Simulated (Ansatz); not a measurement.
Ansatz (an electronic-structure program) input (B3LYP/6-31G*):

Ansatz 0.2 input:
```yaml
crystal:
  periodic: [false, false, false]
  atoms:
    - {symbol: Cl, position_ang: [-0.00000000, -0.00000000, -0.07163724]}
    - {symbol: H, position_ang: [0.00000000, 0.00000000, 1.21783312]}
basis:
  gaussian:
    orbitals: 6-31G*
hamiltonian:
  xc: {name: B3LYP}
phonons: {temperatures: {t_min: 298.15, t_max: 298.15, t_step: 100}}
```

**Question.** Which harmonic wavenumbers does it give?

**Answer.** 2939 cm⁻¹ (unscaled; negative means imaginary).
